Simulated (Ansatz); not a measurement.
We consider 2H WSe2, described by PBEsol (plane waves, PAW; Ansatz, a first-principles code).

Run with plane-wave cutoff 500 eV, 12×12×4 k mesh (along the axes of the cell as run), gaussian smearing 0.02 eV, no spin polarisation, scalar-relativistic PAW data made under PBE.

Computed at the level's own relaxed cell.

Question: Estimate the equilibrium volume per atom, equilibrium lattice constant a, c axis length and band gap that the calculation returns.

Answer: 
equilibrium volume per atom: 20.43 Å³/atom
equilibrium lattice constant a: 3.271 Å
c axis length: 13.228 Å
band gap: 1.04 eV (on the SCF k mesh)

Measured, for comparison: band gap 1.2 eV (room temperature, no zero-point or thermal correction, bulk 2H; as tabulated in Bastos et al. (2019), arXiv:1903.08112); lattice constant a 3.282 Å, lattice parameter c 12.96 Å (300 K, no zero-point or thermal correction; as tabulated in arXiv:1605.07067). Computed (rounded) less measured: lattice constant a -0.3 %, lattice parameter c +2.1 %. A static lattice is as a rule a little smaller and stiffer than an uncorrected measurement, which narrows the difference in the lattice constant a and would widen misses of the other sign.

Note: the cell comes from a level without a dispersion term, which matters for the spacing of layers, chains or molecules; the cell has widely spaced layers and the level no dispersion term, so their spacing and the moduli can rest on weak binding.

Spin–orbit coupling is not included.
